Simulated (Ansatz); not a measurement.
A made-up structure of Si₂H₇O (charge +1), closed shell:

```xyz
10
angstrom
O -1.5298 0.3933 -0.7134
Si 0.2646 0.7666 -0.3944
Si 0.9974 -0.9547 1.0263
H 1.4707 0.0584 -0.6398
H -2.1353 1.0956 -0.9965
H 0.0494 2.1243 0.1449
H 0.7928 0.8049 -1.7747
H 0.5866 -2.2148 0.3600
H 0.3300 -0.7599 2.3319
H 2.4678 -0.7939 1.0780
```

It is relaxed with PBE-D4/def2-SVP and then PBE0-D4/def2-TZVP (Ansatz 0.2.0). Atoms count as bonded within 1.22 times the sum of their covalent radii (H–H: 0.88 Å). The end point is not checked to be a true minimum.

**Question.** Does its bonding change? (A judgement: the text doesn't fix the answer.)

**Answer.** By the calculation: Yes. Formed: Si3–H4; broken: Si2–Si3.

Where it ends: The first stage lowers the energy by 3.35 eV in 18 steps. It ends as Si₂H₇O ([OH][SiH2][H][SiH3]), total charge +1:
O1  (-1.397, 0.609, -0.450)
Si2  (0.077, 1.189, -0.663)
Si3  (1.093, -1.092, 0.995)
H4  (1.124, -0.041, -0.217)
H5  (-1.925, 0.184, -1.132)
H6  (0.436, 2.195, 0.341)
H7  (0.605, 1.286, -2.034)
H8  (0.442, -2.231, 0.327)
H9  (0.297, -0.399, 2.023)
H10  (2.544, -1.180, 1.231)
(Å)

Labels in which every atom is bracketed show which atoms are joined, not bond orders.

For scale, one of the runs: PBE0-D4/def2-TZVP relaxation, 147 basis functions, launched by `ansatz run in.yaml --threads 2 --pin off --events-out ev --progress --plain --max-ram 4352MiB`. The run took about 35 s on 2 CPU threads of an Arm Neoverse V1 (shared host).
